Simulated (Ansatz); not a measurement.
The input, for Ansatz 0.2.0:

```yaml
crystal:
  periodic: [false, false, false]
  atoms:
    - {symbol: Ge, position_ang: [-0.000041, -0.415523, 1.649975]}
    - {symbol: Ge, position_ang: [-0.000130, -0.334723, -0.799328]}
    - {symbol: N, position_ang: [0.000118, -0.426428, -2.449015]}
    - {symbol: H, position_ang: [0.000053, 1.176674, 1.598368]}
basis:
  gaussian: {orbitals: cc-pVDZ}
magnetization: {spin_polarized: true, initial_magnetization: 0}
hamiltonian: {xc: {name: PBE}}
output: {orbitals: {seedname: orbitals}}
```

```sh
$ ansatz run in.yaml --threads 1 --pin off --events-out ev --progress --plain --max-ram 2393MiB
```

(1) Roughly how long does this take on 1 thread of Arm Neoverse V2, shared host, and how much host memory?

```
837 factors; integrals over basis functions are off by at most 1.1e-3 eV
mean field evaluation 1: about -114497.1218 eV, gradient 6.4e1 eV
mean field evaluation 2: about -114257.1398 eV, gradient 1.3e2 eV
mean field evaluation 4: about -114490.2614 eV, gradient 4.6e1 eV
mean field evaluation 8: about -114518.1104 eV, gradient 1.4e1 eV
mean field evaluation 16: about -114519.1375 eV, gradient 1.1e-2 eV
mean field evaluation 32: about -114519.0816 eV, gradient 1.7e0 eV
mean field evaluation 64: about -114518.5791 eV, gradient 4.1e0 eV
mean field -114519.13745252 eV, -4208.5006775210 hartree, gradient 1.2e-5 eV, S^2 0.000000; 7 other end points of the search recorded, 0 dependent functions left out
reference -114519.13748218 eV, -4208.5006786109 hartree; 36, 36 occupied and 37, 37 virtual orbitals, 837 factors
Total energy: -114519.13748218 eV, -4208.5006786109 hartree
```

Results:

(1) 9 s wall and 0.13 GiB.
